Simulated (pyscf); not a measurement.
`[NH][SiH3]` [doublet] + `[NH3]` → `[NH2][SiH3]` + `[NH2]` [doublet], a hydrogen abstraction (doublet surface; H–N broken, H–N formed). Single points on ωB97X-D3(BJ)/def2-SVP structures (PySCF, gas phase). Correlated levels are frozen-core, on RHF or UHF. ΔMP2 is the change of the MP2 total energy from the triple- to the quadruple-zeta basis. Energies in kcal/mol from the separated reactants.

Small-basis levels: PySCF, no dispersion term, spherical d functions. Open shells are spin-unrestricted. 

In single points SVWN5/6-31G* puts the saddle at -15.7 kcal/mol and the reaction energy at -0.3 kcal/mol. Should these be trusted to within a few kcal/mol? Compare with CCSD(T)/def2-TZVPP + ΔMP2(QZVPP).

CCSD(T)/def2-TZVPP + ΔMP2(QZVPP) gives ΔE‡ = 9.1 kcal/mol and ΔE = -2.8 kcal/mol. SVWN5/6-31G* lies 24.9 kcal/mol under it in the barrier and 2.4 kcal/mol over it in the reaction energy, so on this step it does not hold to within 3.0 kcal/mol. At SVWN5/6-31G* this geometry lies under one side, so its ΔE‡ may be no barrier of that level. CCSD(T)/def2-TZVPP + ΔMP2(QZVPP) has limits of its own. On the product side the descent ends in a complex, 4.5 kcal/mol under the separated species and 14.8 kcal/mol under the saddle at ωB97X-D3(BJ)/def2-TZVP. •HN–SiH₃ lies 20.8 kcal/mol over its isomer H₂N–SiH₂• (electronic energy, ωB97M-D3(BJ)/def2-TZVP). One saddle was located; it need not be the lowest between these sides. The angle at the transferred H is 150°. The CCSD(T) − MP2 part came from Ansatz, without density fitting, on the same reference.
